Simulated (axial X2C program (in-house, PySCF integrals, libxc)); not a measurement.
## Worked dissociation energy of NaMg⁺: PBEsol, scalar-relativistic

Computed with an in-house all-electron X2C program for linear molecules (integrals from PySCF). Spin-free means the one-electron spin-free X2C Hamiltonian. Basis: Mg dyall-v3z [9s8p5d3f], Na dyall-v3z [9s8p4d2f] (cores contracted in-house); Gaussian nuclei, density fitting, unrestricted open shells. Masses: Mg 23.985 u, Na 22.990 u.

Molecular state: M_S = 0, Λ = 0 (closed shell).

```
E(Mg) (2M_S = 0, M_L = 0)  : -199.825297 hartree
E(Na+) (2M_S = 0, M_L = 0) : -161.800323 hartree
E(NaMg⁺) at Re             : -361.650287 hartree
ωe                         : 152.8 cm⁻¹
ωexe                       : 1.12 cm⁻¹
```

Problem. Work out De and D0.

Solution. De = -199.825297 + (-161.800323) − (-361.650287) = 0.02467 hartree = 0.671 eV. The zero-point energy is ωe/2 − ωexe/4 = 76 cm⁻¹ = 0.009 eV, so D0 = 0.662 eV.

The state is one determinant whose occupation by symmetry is held fixed; it was picked as the lowest of a PBE0 search that is not exhaustive. De is counted from the lowest determinant-based energies of the atoms at the same level, without counterpoise correction.

Each atomic determinant is the lowest at this level and need not be a pure term. Totals compare only within one Hamiltonian and basis.
